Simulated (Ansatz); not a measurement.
Geometry optimisation, RKS BLYP-D4/6-31G (Ansatz).

The input (input.yaml):

```yaml
crystal:
  periodic: [false, false, false]
  atoms:
    - { symbol: C, position_ang: [-1.6755, -0.3041, 0.2368] }
    - { symbol: S, position_ang: [-0.369, -1.0722, -0.6485] }
    - { symbol: C, position_ang: [0.895, -0.0791, -0.0739] }
    - { symbol: "N", position_ang: [1.6664, -0.4473, 0.9656] }
    - { symbol: "N", position_ang: [1.2029, 1.0418, -0.7594] }
    - { symbol: H, position_ang: [-1.5684, -0.294, 1.3048] }
    - { symbol: H, position_ang: [-1.7782, 0.7901, -0.0753] }
    - { symbol: H, position_ang: [-2.6237, -0.7485, -0.0229] }
    - { symbol: H, position_ang: [1.1956, -1.3351, 1.3171] }
    - { symbol: H, position_ang: [2.1339, 1.3954, -0.5131] }
    - { symbol: H, position_ang: [0.9862, 0.996, -1.7103] }
basis:
  gaussian: { orbitals: "6-31G" }
hamiltonian:
  xc: blyp
  dispersion: d4
relax:
  f_tol: 0.015
  max_steps: 40
```

Command:

```bash
$ ansatz run input.yaml --threads 1 --pin off --max-ram 2048MiB --backend cpu --events-out ev --progress --plain --runs-dir out
```

Q: Where does it end, and by what steps?

A: The run converged. The force dipped under the threshold on the way, but the program's further checks kept it going. Limits of this set-up: no polarisation functions. After 31 steps the energy has fallen by 1.076 eV; H9 moved furthest, 0.79 Å.

| step | energy less start (eV) | largest force component (eV/Å) | accepted |
| --- | --- | --- | --- |
| 0 | 0.0000 | 4.151 | yes |
| 2 | -0.9390 | 2.127 | yes |
| 4 | -0.9536 | 0.639 | no |
| 6 | -1.0711 | 0.143 | yes |
| 8 | -1.0727 | 0.058 | yes |
| 10 | -1.0739 | 0.070 | yes |
| 12 | -1.0744 | 0.066 | yes |
| 14 | -1.0747 | 0.022 | yes |
| 16 | -1.0748 | 0.020 | yes |
| 18 | -1.0749 | 0.016 | yes |
| 20 | -1.0750 | 0.022 | yes |
| 22 | -1.0751 | 0.004 | yes |
| 24 | -1.0751 | 0.015 | yes |
| 26 | -1.0749 | 0.105 | no |
| 28 | -1.0753 | 0.070 | yes |
| 30 | -1.0756 | 0.025 | yes |
| 31 | -1.0757 | 0.011 | yes |

```xyz
11
Properties=species:S:1:pos:R:3
C -1.832 -0.100 0.043
S -0.431 -1.355 -0.349
C 1.118 -0.297 0.068
N 2.094 -0.696 0.811
N 1.093 0.953 -0.519
H -1.678 0.317 1.046
H -1.863 0.698 -0.709
H -2.764 -0.681 0.011
H 1.939 -1.602 1.277
H 1.875 1.575 -0.327
H 0.514 1.132 -1.331
```

The run took 110 s on 1 thread of Arm Neoverse V1, with other jobs on the host, peak memory 0.14 GiB.
